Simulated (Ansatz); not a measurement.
The input, for Ansatz 0.2.0:

```yaml
crystal:
  periodic: [false, false, false]
  atoms:
    - {symbol: Sb, position_ang: [0.000000, -0.022018, 0.000001]}
    - {symbol: H, position_ang: [0.000000, 1.329849, -1.356711]}
    - {symbol: H, position_ang: [0.000000, 1.329915, 1.356647]}
basis:
  gaussian: {orbitals: def2-SVP}
total_charge: 1
magnetization: {spin_polarized: true, initial_magnetization: 0}
hamiltonian: {xc: {name: r2SCAN}}
correlation: {method: bccd, electrons: all}
accuracy: high
```

```sh
$ ansatz run in.yaml --threads 1 --pin off --events-out ev --progress --plain --max-ram 2393MiB
```

Output:

```
817 factors; integrals over basis functions are off by at most 2.8e-9 eV
mean field evaluation 1: about -6561.8098 eV, gradient 7.0e0 eV
mean field evaluation 2: about -6561.8017 eV, gradient 6.9e0 eV
mean field evaluation 4: about -6562.2254 eV, gradient 1.9e0 eV
mean field evaluation 8: about -6562.2499 eV, gradient 1.3e-2 eV
mean field evaluation 16: about -6562.2499 eV, gradient 1.1e-6 eV
mean field evaluation 32: about -6562.2499 eV, gradient 2.3e-8 eV
mean field -6562.24985607 eV, -241.1582341578 hartree, gradient 2.3e-8 eV, S^2 0.000000; 2 other end points of the search recorded, 0 dependent functions left out
reference -6532.27981156 eV, -240.0568553364 hartree; 12, 12 occupied and 24, 24 virtual orbitals, 817 factors
second order -3.37881238 eV of doubles, -0.25579251 eV of singles
cycle   1  -3.98744184 eV  change   -3.5e-1 eV  update   6.3e-2
cycle   2  -4.20292966 eV  change   -2.2e-1 eV  update   2.6e-2
cycle   3  -4.22653567 eV  change   -2.4e-2 eV  update   7.7e-3
cycle   4  -4.22927841 eV  change   -2.7e-3 eV  update   2.6e-3
cycle   5  -4.22941043 eV  change   -1.3e-4 eV  update   8.0e-4
cycle   6  -4.22931071 eV  change    1.0e-4 eV  update   3.0e-4
cycle   7  -4.22929867 eV  change    1.2e-5 eV  update   7.4e-5
cycle   8  -4.22932100 eV  change   -2.2e-5 eV  update   1.6e-5
cycle   9  -4.22931476 eV  change    6.2e-6 eV  update   5.0e-6
cycle  10  -4.22931463 eV  change    1.3e-7 eV  update   1.8e-6
cycle  11  -4.22931414 eV  change    4.9e-7 eV  update   6.3e-7
cycle  12  -4.22931408 eV  change    6.1e-8 eV  update   1.8e-7
cycle  13  -4.22931388 eV  change    1.9e-7 eV  update   7.1e-8
cycle  14  -4.22931378 eV  change    1.0e-7 eV  update   3.7e-8
cycle  15  -4.22931380 eV  change   -1.1e-8 eV  update   2.2e-8
cycle  16  -4.22931360 eV  change    1.9e-7 eV  update   1.1e-7
cycle  17  -4.22931355 eV  change    5.0e-8 eV  update   4.8e-8
cycle  18  -4.22931356 eV  change   -1.3e-8 eV  update   1.2e-8
cycle  19  -4.22931357 eV  change   -3.4e-9 eV  update   3.8e-9
cycle  20  -4.22931357 eV  change   7.9e-10 eV  update   1.2e-9
Total energy: -6536.50912512 eV, -240.2122797432 hartree
```

Ran on 1 thread of Intel Xeon, shared host: 25 s wall, 0.2 GiB peak host memory.
